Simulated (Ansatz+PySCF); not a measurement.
Two shapes of singlet C2H6O.

Shape 1:

```xyz
9

O     0.0000    0.0000   -0.5779
C     0.0000    1.1610    0.1881
C     0.0000   -1.1610    0.1881
H     0.0000    2.0214   -0.4962
H    -0.8952    1.2329    0.8396
H     0.8952    1.2329    0.8396
H     0.0000   -2.0214   -0.4962
H     0.8952   -1.2329    0.8396
H    -0.8952   -1.2329    0.8396
```

Shape 2:

```xyz
9

O     0.0067    0.0486   -0.5875
C     0.0280    1.1849    0.1542
C     0.0467   -1.1488    0.2013
H    -0.0381    2.0036   -0.4692
H    -0.9093    1.2596    0.7997
H     0.8999    1.2222    0.7910
H     0.0299   -2.0263   -0.4565
H     0.9439   -1.2368    0.8291
H    -0.8806   -1.2333    0.8874
```

Basis set: def2-SVP (spherical functions). Correlated methods keep 3 orbitals frozen. Charge 0, multiplicity 1.

Computed with Ansatz (development build ahead of 0.2.0); each method stands on the lowest determinant of its kind that the runs found.

Which shape is lower in energy, and by how much in each method?

```json
{"method": "RHF", "E(2) − E(1) (eV)": "0.252"}
{"method": "RHF-CCSD(T)", "E(2) − E(1) (eV)": "0.255"}
{"method": "PBE (restricted)", "E(2) − E(1) (eV)": "0.251"}
{"method": "r²SCAN (restricted)", "E(2) − E(1) (eV)": "0.246"}
{"method": "ωB97X (restricted)", "E(2) − E(1) (eV)": "0.253"}
```

Shape 1 is lower.
